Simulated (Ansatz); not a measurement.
The input, for Ansatz 0.2.0:

```yaml
crystal:
  periodic: [false, false, false]
  atoms:
    - {symbol: Al, position_ang: [0.010228, -0.017334, 0.000035]}
    - {symbol: H, position_ang: [1.596004, -0.002283, -0.000048]}
    - {symbol: H, position_ang: [-1.100182, 1.864473, -0.003809]}
    - {symbol: H, position_ang: [-0.769625, -1.398179, 0.002908]}
basis:
  gaussian: {orbitals: def2-mTZVP}
magnetization: {spin_polarized: true, initial_magnetization: 0}
hamiltonian: {xc: hf}
output: {orbitals: {seedname: orbitals}}
```

```sh
$ ansatz run in.yaml --threads 1 --pin off --events-out ev --progress --plain --max-ram 2393MiB
```

Task: Roughly how long does this take on 1 thread of Arm Neoverse V2, shared host, and how much host memory?

Result: 0.12 s wall and 0.15 GiB.

```
303 factors; integrals over basis functions are off by at most 5.8e-4 eV
mean field evaluation 1: about -6627.6940 eV, gradient 6.2e0 eV
mean field evaluation 2: about -6627.6943 eV, gradient 6.2e0 eV
mean field evaluation 4: about -6628.1795 eV, gradient 3.9e-1 eV
mean field evaluation 8: about -6628.1808 eV, gradient 4.7e-6 eV
mean field evaluation 16: about -6628.1701 eV, gradient 2.2e-1 eV
mean field evaluation 32: about -6628.1453 eV, gradient 1.7e0 eV
mean field -6628.18075402 eV, -243.5811499681 hartree, gradient 1.4e-5 eV, S^2 0.000000; 0 other end points of the search recorded, 0 dependent functions left out
reference -6628.18075402 eV, -243.5811499681 hartree; 8, 8 occupied and 23, 23 virtual orbitals, 303 factors
Total energy: -6628.18075402 eV, -243.5811499681 hartree
```
